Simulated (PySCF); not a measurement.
1,3-dioxane, C4H8O2.
SMILES with atom numbers: `[CH2:1]1[CH2:2][O:3][CH2:4][O:5][CH2:6]1` (hydrogens: H7, H8 on C1; H9, H10 on C2; H11, H12 on C4; H13, H14 on C6)

Theory: core-valence-separated Tamm–Dancoff BHandHLYP/aug-pcX-1 (pcseg-1 on H) in PySCF, non-relativistic, gas phase, PBE0-D3(BJ)/def2-SVP geometry.

Computed carbon K-edge spectrum, Gaussian lines of 0.6 eV full width, highest printed point 100; it ends one width below the last computed root. BHandHLYP without relativity tends to put these K edges a few eV too low, so spacings mean more than positions.

```
photon energy (eV)  absorption
             284.8           0
             284.9           1
             285.0           2
             285.1           3
             285.2           6
             285.3          10
             285.4          14
             285.5          17
             285.6          19
             285.7          20
             285.8          20
             285.9          22
             286.0          23
             286.1          24
             286.2          23
             286.3          22
             286.4          22
             286.5          26
             286.6          36
             286.7          48
             286.8          60
             286.9          69
             287.0          75
             287.1          80
             287.2          86
             287.3          94
             287.4         100
             287.5         100
             287.6          94
             287.7          82
             287.8          69
             287.9          59
             288.0          53
```

Problem. Assign the maxima to core holes.

Solution. 2 maxima:
- 286.1 eV: C1 (ring CH2 carbon), 286.12 eV, f = 0.024, 91 % of the height at the exact maximum
- 287.5 eV: C2/C6 (sp3 carbon bound to oxygen), 287.38 eV, f = 0.066, sum of 2, 56 % of the height at the exact maximum; C2/C6 (sp3 carbon bound to oxygen), 287.65 eV, f = 0.049, sum of 2, 34 % of the height at the exact maximum

Further lines of some strength in the range: C1, 285.55 eV, f = 0.018; C2/C6, 286.88 eV, f = 0.057, sum of 2.

Roots within 0.03 eV on the same or equivalent atoms count as one line; shares under 12 % aren't listed.

Vibrational structure and lifetime widths aren't in the curve. The ionisation threshold wasn't computed; near and above it a finite basis only mimics Rydberg series and continuum.

Rough CPU time on one thread of a shared machine: about 50 s.

One conformer stands for the species.
